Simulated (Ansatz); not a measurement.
Relaxation of H3S2Si (6 atoms, charge 0, multiplicity 2), to a largest force component of 0.02 eV/Å in at most 50 steps.

All numbers below come from UKS BHLYP-D4/def2-SVP (Ansatz).

```xyz
6
Properties=species:S:1:pos:R:3:forces:R:3
Si -0.516 -0.337 -1.137 0.49 -0.59 0.86
S -0.734 0.177 0.937 -0.47 0.01 -0.02
S 1.022 -0.592 1.746 0.17 -0.21 0.05
H -1.864 -0.375 -1.658 -0.59 0.24 -0.44
H 0.448 0.546 -1.773 0.22 0.38 -0.47
H 1.644 0.580 1.885 0.19 0.17 0.01
```

Q: Where does it end, and by what steps?

A: The run converged. After 7 steps the energy has fallen by 0.098 eV; S2 moved furthest, 0.29 Å.

```csv
step,energy less start (eV),largest force component (eV/Å),accepted
0,0.0000,0.855,yes
1,-0.0682,0.150,yes
2,-0.0758,0.348,yes
3,-0.0906,0.287,yes
4,-0.0942,0.197,yes
5,-0.0976,0.047,yes
6,-0.0979,0.040,yes
7,-0.0980,0.012,yes
```

```xyz
6
Properties=species:S:1:pos:R:3
Si -0.542 -0.437 -1.076
S -0.844 -0.082 1.023
S 1.082 -0.525 1.730
H -1.836 -0.089 -1.718
H 0.557 0.414 -1.601
H 1.582 0.719 1.642
```

Whether the end is a true minimum wasn't checked by a vibrational analysis.

Run time: 14 s on 2 threads of Arm Neoverse V2, with other jobs on the host, peak memory 0.17 GiB.
